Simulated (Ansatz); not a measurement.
CH6ClSi, doublet: at the start structure of a reaction step.

in.yaml

```yaml
crystal:
  periodic: [false, false, false]
  atoms:
    - {symbol: H, position_ang: [-0.458739, -1.198485, 0.798746]}
    - {symbol: C, position_ang: [-1.347077, -1.407593, 0.205850]}
    - {symbol: Cl, position_ang: [-1.447776, -0.201240, -1.091078]}
    - {symbol: Si, position_ang: [1.545388, 1.377173, 0.042474]}
    - {symbol: H, position_ang: [-2.240692, -1.330065, 0.820506]}
    - {symbol: H, position_ang: [-1.280411, -2.395130, -0.244333]}
    - {symbol: H, position_ang: [1.900297, 0.883350, -1.311844]}
    - {symbol: H, position_ang: [2.763897, 1.781920, 0.795503]}
    - {symbol: H, position_ang: [0.564914, 2.490170, -0.015725]}
basis:
  gaussian: {orbitals: def2-TZVPP}
magnetization: {spin_polarized: true, initial_magnetization: 1}
hamiltonian: {xc: {name: wB97X-V}}
```

Launched with

```bash
ansatz run in.yaml --threads 4 --pin off --events-out ev --progress --plain --max-ram 9574MiB
```

What Ansatz 0.2.0 printed:

```
Functional definition: wB97X-V
  name "wB97X-V"
  cite "Mardirossian & Head-Gordon, Phys. Chem. Chem. Phys. 16, 9904 (2014) doi:10.1039/C3CP54374A"
  cite "Becke, J. Chem. Phys. 107, 8554 (1997) doi:10.1063/1.475007"
  cite "Vydrov & Van Voorhis, J. Chem. Phys. 133, 244103 (2010) doi:10.1063/1.3521275"
  parameter omega = 0.3/bohr
  parameter cx = 0.167
  parameter cx1 = 0.603
  parameter cx2 = 1.194
  parameter css0 = 0.556
  parameter css1 = -0.257
  parameter cos0 = 1.219
  parameter cos1 = -1.850
  parameter b = 6.0
  parameter c = 0.01
  exchange = spin_sum(e_x_unif_sr(omega)*poly(b97_u_x, 1 - cx, cx1, cx2)) + cx*exact_x_sr(omega) + exact_x_lr(omega)
  correlation = spin_sum(e_c_pw_same_spin*poly(b97_u_same, css0, css1))
      + integral(e_c_pw_opposite_spin*poly(b97_u_opposite, cos0, cos1)) + vv10(b, c)
1135 factors; their error is unknown
258 factors; integrals over basis functions are off by at most 1.6e-5 eV
mean field evaluation 1: about -21529.7770 eV, gradient 1.4e1 eV
mean field evaluation 2: about -21530.5193 eV, gradient 8.4e0 eV
mean field evaluation 4: about -21530.8497 eV, gradient 6.0e-1 eV
mean field evaluation 8: about -21530.8798 eV, gradient 2.4e-1 eV
mean field evaluation 16: about -21530.8800 eV, gradient 8.3e-5 eV
mean field -21530.87996606 eV, -791.2452445981 hartree, gradient 8.3e-5 eV, S^2 0.751551; 0 other end points of the search recorded, 0 dependent functions left out
reference -21530.87996453 eV, -791.2452445420 hartree; 22, 21 occupied and 177, 178 virtual orbitals, 1135 factors
Total energy: -21530.87996453 eV, -791.2452445420 hartree
```

Hardware: 4 CPU threads of an Arm Neoverse V1, shared host. Wall time 7 s; peak host memory 0.68 GiB.
